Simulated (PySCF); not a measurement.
# Variants of one PySCF input: SiH

Base input, run as `OMP_NUM_THREADS=1 python input.py` with PySCF 2.14:

```python
from pyscf import gto, dft

mol = gto.M(
    atom='Si 0 0 0; H 0 0 1.435',
    basis='pcseg-2',
    charge=0,
    spin=1,
    verbose=4,
)
mf = dft.UKS(mol, xc='hse06')
mf.kernel()
mf.dip_moment()
print('orbital energies (hartree):', [e[max(0, n-3):n+3].round(4) for e, n in zip(mf.mo_energy, mol.nelec)])
```

Base result: E(SCF) = -289.882079 Eh, 9 cycles, ⟨S²⟩ = 0.755, μz(SCF) = 0.47 D. The bond length is a typed value, not an optimised one. No search for the lowest solution was made.

It ran on Arm Neoverse V2 (1 thread, shared host) in 3.6 s, peak memory 0.17 GiB.

Each row names what differs from the base; energies in brackets are changes from the base.

| change | result | wall time (s) |
| --- | --- | --- |
| functional: hse06 → slater, [unsound on purpose] | E(SCF) = -287.716908 Eh, 8 cycles, ⟨S²⟩ = 0.753, μz(SCF) = 0.53 D | 1.4 |
| geometry: bond 1.435 → bond 0.5 [unsound on purpose] | E(SCF) = -287.662584 Eh (+60.3955 eV), 9 cycles, ⟨S²⟩ = 0.755, μz(SCF) = 1.30 D | 3.5 |
| functional: hse06 → hcth407 | E(SCF) = -290.020866 Eh, 9 cycles, ⟨S²⟩ = 0.756, μz(SCF) = 0.47 D | 1.9 |
| geometry: bond 1.435 → bond 1.148 | E(SCF) = -289.811201 Eh (+1.9287 eV), 8 cycles, ⟨S²⟩ = 0.755, μz(SCF) = 1.10 D | 3.2 |
| DIIS space: default → off | E(SCF) = -289.882079 Eh (+0.0000 eV), 20 cycles, ⟨S²⟩ = 0.755, μz(SCF) = 0.47 D | 6.2 |
| electric field along z (a.u.): none → 0.2 [unsound on purpose] [may be another electronic state] | E(SCF) = -290.862981 Eh (-26.6917 eV), 10 cycles, ⟨S²⟩ = 0.759, μz(SCF) = 24.66 D | 3.7 |
| functional: hse06 → olyp | E(SCF) = -289.992741 Eh, 8 cycles, ⟨S²⟩ = 0.754, μz(SCF) = 0.47 D | 1.7 |
| basis set: pcseg-2 → cc-pvtz-dk; spin-free X2C: off → on | E(SCF) = -290.489554 Eh, 9 cycles, ⟨S²⟩ = 0.757, μz(SCF) = 0.37 D | 3 |
| density fitting: none → auto | E(SCF) = -289.882082 Eh (-0.0001 eV), 9 cycles, ⟨S²⟩ = 0.755, μz(SCF) = 0.47 D | 2.6 |
| functional: hse06 → b3lyp | E(SCF) = -290.017619 Eh, 9 cycles, ⟨S²⟩ = 0.753, μz(SCF) = 0.39 D | 1.9 |
| functional: hse06 → m062x | E(SCF) = -289.969073 Eh, 8 cycles, ⟨S²⟩ = 0.753, μz(SCF) = 0.44 D | 3 |
| point-group symmetry: off → on | not converged: SCF after 50 cycles | 14 |
| length unit: angstrom → bohr [unsound on purpose] | E(SCF) = -289.223108 Eh (+17.9315 eV), 9 cycles, ⟨S²⟩ = 0.755, μz(SCF) = 1.54 D | 3.4 |
| step after the SCF: none → optimize | E(SCF) = -289.882079 Eh (+0.0000 eV), 9 cycles, ⟨S²⟩ = 0.755, all at the start geometry; optimised bond 1.532 Å with E = -289.884994 Eh after 4 steps | 16 |
| functional: hse06 → lc_wpbe | E(SCF) = -289.892296 Eh, 10 cycles, ⟨S²⟩ = 0.757, μz(SCF) = 0.55 D | 3.1 |
| basis set: pcseg-2 → crenbl; core potential: off → on | E(SCF) = -4.353166 Eh, 8 cycles, ⟨S²⟩ = 0.751, μz(SCF) = 0.64 D | 1.5 |
| basis set: pcseg-2 → pcseg-1 | E(SCF) = -289.856620 Eh (+0.6928 eV), 8 cycles, ⟨S²⟩ = 0.754, μz(SCF) = 0.59 D | 1.9 |
| spin (2S): 1 → 2 [unsound on purpose] | stops with RuntimeError (Electron number 15 and spin 2 are not consistent) | 0.5 |
| step after the SCF: none → stability | E(SCF) = -289.882079 Eh (+0.0000 eV), 9 cycles, ⟨S²⟩ = 0.755, μz(SCF) = 0.47 D, internal stable; real -> complex stable | 16 |
| SCF type: UKS → RKS [runs as restricted open-shell] | E(SCF) = -289.880633 Eh (+0.0393 eV), 7 cycles, μz(SCF) = 0.47 D | 2.9 |
| functional: hse06 → pbe0 | E(SCF) = -289.865828 Eh, 9 cycles, ⟨S²⟩ = 0.755, μz(SCF) = 0.48 D | 1.8 |
| functional: hse06 → wb97x | E(SCF) = -289.981524 Eh, 9 cycles, ⟨S²⟩ = 0.754, μz(SCF) = 0.51 D | 2.7 |
| geometry: bond 1.435 → bond 25 [unsound on purpose] | not converged: SCF after 50 cycles | 10 |

Question: Order these changes by how far they move the SCF energy from the base, largest first: (1) SCF type: UKS → RKS; (2) density fitting: none → auto; (3) geometry: bond 1.435 → bond 1.148.

Answer: (3) +1.9287 eV, (1) +0.0393 eV, (2) -0.0001 eV.
